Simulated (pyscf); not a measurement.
Optimised with ωB97X-D3(BJ)/def2-SVP in PySCF. MP2 and CC: frozen core, UHF for open shells. ΔMP2 is the change of the MP2 total energy from the triple- to the quadruple-zeta basis.

Problem. For the elementary gas-phase step F–BH–CH₂–CH₂–F → F–BH–F + ethylene (H₂C=CH₂) (singlet surface; C–F, B–C broken, B–F formed), what barrier and reaction energy does CCSD(T)/def2-TZVPP + ΔMP2(QZVPP) give, measured from the reactant's lowest minimum found?

Solution. ΔE‡ = 0.81 eV, ΔE = -0.92 eV. Zero-point energy shifts the barrier by -0.04 eV. It is an elimination, with an imaginary mode of 549i cm⁻¹. F–BH–CH₂–CH₂–F lies 2.45 eV over its isomer H₃C–CH₂–B(F)–F (electronic energy, ωB97M-D3(BJ)/def2-TZVP). One saddle was located; it need not be the lowest between these sides. The CCSD(T) − MP2 part came from Ansatz, without density fitting, on the same reference.
